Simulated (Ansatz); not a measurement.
The input, for Ansatz 0.2.0:

```yaml
crystal:
  periodic: [false, false, false]
  atoms:
    - {symbol: Si, position_ang: [0.000000, -0.471221, 0.000000]}
    - {symbol: O, position_ang: [0.000000, 0.413593, -1.306543]}
    - {symbol: O, position_ang: [0.000000, 0.413593, 1.306543]}
basis:
  gaussian: {orbitals: cc-pVDZ}
total_charge: 1
magnetization: {spin_polarized: false, initial_magnetization: 3}
correlation: {method: ccsdt_q, electrons: outside_noble_gas}
```

```sh
$ ansatz run in.yaml --threads 1 --pin off --events-out ev --progress --plain --max-ram 2393MiB
```

Output:

```
798 factors; integrals over basis functions are off by at most 1.2e-7 eV
mean field evaluation 1: about -11917.0773 eV, gradient 3.8e1 eV
mean field evaluation 2: about -11917.1406 eV, gradient 3.8e1 eV
mean field evaluation 4: about -11920.9878 eV, gradient 2.4e0 eV
mean field evaluation 8: about -11921.0808 eV, gradient 3.9e-1 eV
mean field evaluation 16: about -11921.0855 eV, gradient 7.9e-1 eV
mean field evaluation 32: about -11924.8012 eV, gradient 1.7e-3 eV
mean field evaluation 64: about -11920.8200 eV, gradient 4.1e0 eV
mean field evaluation 96: about -11924.8012 eV, gradient 5.8e-3 eV
mean field evaluation 128: about -11924.0205 eV, gradient 2.7e0 eV
mean field evaluation 160: about -11924.1839 eV, gradient 3.3e-2 eV
...
mean field -11924.80123390 eV, -438.2283624252 hartree, gradient 2.2e-6 eV, S^2 3.750000; 17 other end points of the search recorded, 0 dependent functions left out
...
determinant -11924.80123390 eV, -438.2283624252 hartree, with singles and doubles -11934.73195307 eV, -438.5933096236 hartree
determinant -11924.79720955 eV, -438.2282145332 hartree, with singles and doubles -11934.68073963 eV, -438.5914275644 hartree
determinant -11924.18388206 eV, -438.2056751637 hartree, with singles and doubles -11934.05241894 eV, -438.5683372049 hartree
determinant -11921.26639176 eV, -438.0984593724 hartree, with singles and doubles -11934.05871253 eV, -438.5685684901 hartree
determinant -11919.54079226 eV, -438.0350447608 hartree, with singles and doubles -11929.97324164 eV, -438.4184302039 hartree
determinant -11924.80123390 eV, -438.2283624252 hartree, with singles and doubles -11934.68262725 eV, -438.5914969332 hartree
determinant -11924.79720955 eV, -438.2282145332 hartree, with singles and doubles -11934.68612341 eV, -438.5916254146 hartree
...
7 core orbitals not correlated: weight in the atoms' cores, before any rotation towards them, 1.000 or more for the frozen orbitals, at most 0.000 for the correlated occupied ones
reference -11924.79720955 eV, -438.2282145332 hartree; 9, 6 occupied and 30, 33 virtual orbitals, 798 factors
second order -8.96721636 eV of doubles, -0.16229797 eV of singles
...
cycle  25  -10.16618084 eV  change    1.3e-6 eV  update   1.7e-5
cycle  26  -10.16618659 eV  change   -5.7e-6 eV  update   1.2e-5
cycle  27  -10.16618618 eV  change    4.0e-7 eV  update   9.2e-6
cycle  28  -10.16619322 eV  change   -7.0e-6 eV  update   6.5e-6
cycle  29  -10.16619311 eV  change    1.1e-7 eV  update   4.2e-6
cycle  30  -10.16619410 eV  change   -9.8e-7 eV  update   3.2e-6
cycle  31  -10.16619300 eV  change    1.1e-6 eV  update   2.6e-6
cycle  32  -10.16619164 eV  change    1.4e-6 eV  update   2.2e-6
cycle  33  -10.16619205 eV  change   -4.1e-7 eV  update   1.8e-6
cycle  34  -10.16619244 eV  change   -3.9e-7 eV  update   1.6e-6
perturbative correction -0.02144854 eV, -0.0007882193 hartree
Total energy: -11934.98485053 eV, -438.6026034337 hartree
```

Ran on 1 thread of Arm Neoverse V2, shared host: 65 s wall, 0.61 GiB peak host memory.
